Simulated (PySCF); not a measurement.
**Electron affinity of H by level of theory**

H⁻ 1s2 (1S) → H 1s1 (2S), as a difference of total energies. All numbers are calculated (PySCF 2.14, no relativity, point nucleus, in aug-cc-pVQZ with one added diffuse shell each of s, p, d, f type (6s5p4d3f, 62 functions)). Correlated levels: valence: nothing frozen. The calculations carry no spin-orbit coupling.

```json
{"method": "UHF", "electron affinity (eV)": "-0.330", "error (eV)": "-1.084"}
{"method": "MP2 (valence)", "electron affinity (eV)": "0.475", "error (eV)": "-0.279"}
{"method": "SCS-MP2 (valence)", "electron affinity (eV)": "0.636", "error (eV)": "-0.118"}
{"method": "CCSD (valence)", "electron affinity (eV)": "0.749", "error (eV)": "-0.005"}
```

Reference: 0.754 eV (measured; photodetachment measurements, as compiled on the Wikipedia data page of electron affinities).

Errors of the correlated levels include the incompleteness of this basis.

A negative affinity means that the anion lies above the atom at that level of theory.

With two correlated electrons CCSD is exact in that space.

The coupled-cluster amplitudes are large for H⁻ (T1 above 0.03 or a double amplitude above 0.15), so a single reference is strained.
